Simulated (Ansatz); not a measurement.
Diamond-structure Ge, treated with PBE (Ansatz, a quantum-chemistry and plane-wave program, plane waves, PAW).

Settings: plane-wave cutoff 520 eV, 20×20×20 k mesh, Fermi–Dirac smearing 0.05 eV, perturbation theory, scalar-relativistic PAW data made under PBE.

Computed at the level's own relaxed cell.

```cif
data_Ge8
_chemical_formula_sum 'Ge8'
_space_group_name_H-M_alt 'Fd-3m :1'
_space_group_IT_number 227
_space_group_name_Hall 'F 4d 2 3 -1d'
_cell_length_a 5.76053
_cell_length_b 5.76053
_cell_length_c 5.76053
_cell_angle_alpha 90.000
_cell_angle_beta 90.000
_cell_angle_gamma 90.000
loop_
_atom_site_label
_atom_site_type_symbol
_atom_site_symmetry_multiplicity
_atom_site_Wyckoff_symbol
_atom_site_fract_x
_atom_site_fract_y
_atom_site_fract_z
_atom_site_occupancy
Ge1 Ge 8 a 0.00000 0.00000 0.00000 1
```
(The calculation used a cell of 2 atoms; values per cell refer to that cell.)

Harmonic phonon frequencies (cm⁻¹; i marks an imaginary mode):

| q point | frequencies |
|---|---|
| Γ | 0 0 0 274 274 274 |
| X | 74 74 222 222 249 249 |
| L | 59 59 208 220 264 264 |

Measured, for comparison: zone-centre TO phonon frequency 304 cm⁻¹ (low temperature, zero-point motion not removed; as tabulated in Tanner et al. (2021), arXiv:2110.11888). Computed (rounded) less measured: zone-centre TO phonon frequency -10 %.

No imaginary mode appears at these points.

Note: the solid has no gap at this level, which affects its response.
